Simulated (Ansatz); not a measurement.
# GeH⁻, triplet in aug-cc-pVTZ: errors against UCCSDT(Q)

Geometry: that of the GeH⁻, singlet, kept fixed.

```xyz
2

Ge    0.0000    0.0000    0.0000
H     0.0000    0.0000    1.6332
```

Basis aug-cc-pVTZ; Ansatz 0.2.0. Correlated methods freeze the noble-gas cores and the filled d shells of p-block atoms, which leaves 6 electrons in 68 orbitals. R marks a restricted (for open shells ROHF) determinant, U an unrestricted one. Active spaces: valence = (6e, 5o) chosen from the atoms' valence shells. No spin–orbit coupling is included, and no scalar relativity.

Full CI isn't at hand for all of this; UCCSDT(Q) serves as the reference, and is uncertain by about the last step of the cluster series. The frozen core follows each run's orbitals, which can shift R against U totals by a few meV for light atoms and by up to 0.1 eV past Ca.

The UHF ⟨S²⟩ is 2.024 and the T1 diagnostic (RCCSD) is 0.0207. The largest doubles amplitude (RCCSD) is 0.037 and the T1 diagnostic (UCCSD) is 0.0183.

```tsv
level	E − E(RHF) (eV)
UHF	-0.1310
UMP2	-2.6545
UCCSD	-3.1926
UCCSD(T)	-3.3153
```

**Question.** Estimate how far UCCSDT(Q) in aug-cc-pVTZ lies from UCCSD(T). The table doesn't fix it; the size of (T) and the diagnostics are the guide.

**Answer.** UCCSDT(Q) in aug-cc-pVTZ lies 1.09 mEh below UCCSD(T), which is 24 % of the (T) step (-4.51 mEh). The diagnostics are small and one determinant leads, so the series closes fast and only a small part of (T) is left.

The other levels:

```tsv
level	E − E(UCCSDT(Q)) (mEh)	share of correlation (%)	wall time
UCCSDT	0.17	99.86	–
```

The correlation energy at UCCSDT(Q), counted from RHF, is -3.345 eV. That run took 38 s on 1 thread of Arm Neoverse V2, shared host.

Run but not shown, since their state or frozen core can't be matched to the reference's or they repeat it: RHF, RMP2, RCCSD, RCCSD(T), BCCD(T), RCCSDT, RCCSDT(Q), CASSCF (valence space), NEVPT2 (valence space), MRCISD (valence space), MRCISD+Q (valence space).

Times hold each run's SCF and search for its determinant on a shared host, so for small cases they say little of a method's own cost; they ran on 1 thread of Arm Neoverse V2.

Natural occupations of CASSCF (valence space) about the gap: 1.997 1.969 1.000 1.000 0.035; effectively unpaired electrons, Σ n²(2−n)², 2.01.
